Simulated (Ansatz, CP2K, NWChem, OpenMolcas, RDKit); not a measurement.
# How methods differ on C2F4 (tetrafluoroethylene)

The species is C2F4 (6 atoms), meant as a singlet with charge 0. As SMILES, `FC(F)=C(F)F`. Geometry: relaxed at PBE0-D4/def2-TZVP.

Quantity: the HOMO–LUMO gap, in eV. The values are calculated.

```tsv
level	kind	program	value (eV)	CPU time
extended Hückel	semi-empirical	RDKit	5.60	under 2 s
GFN1-xTB	semi-empirical	CP2K	5.28	under 2 s
HF/6-31G* (spherical functions)	Hartree–Fock	Ansatz	16.16	2.2 s
SVWN5/6-31G* (spherical functions)	LDA	OpenMolcas	5.74	16 s
PBE/6-31G* (spherical functions)	GGA	NWChem	5.82	17 s
M06-L/6-31G* (spherical functions)	meta-GGA	NWChem	6.41	17 s
B3LYP/6-31G* (spherical functions)	global hybrid	OpenMolcas	7.81	21 s
HSE06/6-31G* (spherical functions)	range-separated hybrid	Ansatz	7.56	6.8 s
B2PLYP/6-31G* (spherical functions)	double hybrid	OpenMolcas	11.23	16 s
PBE-QIDH/6-31G* (spherical functions)	double hybrid	Ansatz	12.95	10 s
```

The values span 5.28 to 16.16 eV. Orbital gaps aren't excitation energies, and those of double hybrids come from the SCF part alone; they tend to grow with the share of exact exchange. Times are those of the runs behind each value, whatever else they computed, on shared processors of several kinds: orders of magnitude only.
